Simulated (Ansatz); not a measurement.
## How the elastic constant C11 of 1T (CdI2-type) SnSe2 moves with the method

No measured value is used here.

| level (code) | value (GPa) | cell (Å³/atom) |
|---|---|---|
| LDA (Ansatz) | 110 | 24.56 |
| PBE (Ansatz) | … | 30.32 |
| PBE-D4 (Ansatz) | 104 | 25.53 |
| r²SCAN (Ansatz) | 104 | 27.80 |
| r²SCAN+rVV10 (Ansatz) | 111 | 26.33 |
| HSE06 (Ansatz) | … | 29.36 |

### Question
Some entries are withheld; supply them.

### Answer

- PBE (Ansatz, a program for electronic structure), value (GPa): 83.8
- HSE06 (Ansatz), value (GPa): 97.4

LDA: LDA has no dispersion term either, though it tends to give short spacings of layers, chains or molecules. PBE, r²SCAN, HSE06: the cell comes from a level without a dispersion term, which matters for the spacing of layers, chains or molecules. PBE-D4: the dispersion coefficients are held fixed in the derivatives. Each level is taken at its own relaxed cell. Cutoffs and k meshes differ between the levels. Ansatz's density-functional and Hartree–Fock values are scalar-relativistic unless marked +SOC, with PAW data made under PBE.
